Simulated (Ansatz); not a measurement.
Basis-set extrapolation for C$_{3}$H$_{2}$ClN, SMILES `C#CC(=N)Cl` (PBE0-D4/def2-TZVP geometry, frozen core, the Gaussian-basis code of Ansatz). Multiplicity 1, RHF reference.

```tsv
	def2-TZVPP	def2-QZVPP
HF	-628.702690	-628.722280
MP2 correlation	-0.842577	-0.905131
CCSD(T) correlation	-0.911374	not run
```

Energies in hartree. Use E(X) = E(∞) + A·exp(−7.88·√X) for Hartree–Fock and E(X) = E(∞) + B·X^(−2.97) for correlation, with X = 3 and 4, and add CCSD(T) minus MP2 of the smaller set to the MP2 limit.

Task: What is the CCSD(T) energy at the basis-set limit?

Result: HF limit: -628.722280 + (-0.019590) × 0.13774 = -628.72498. MP2 limit: -0.905131 + (-0.062554) × 0.74074 = -0.95147. Higher-order term: -0.911374 − (-0.842577) = -0.06880. Total: -629.74525 hartree, 344.4 kJ/mol below CCSD(T)/def2-TZVPP.
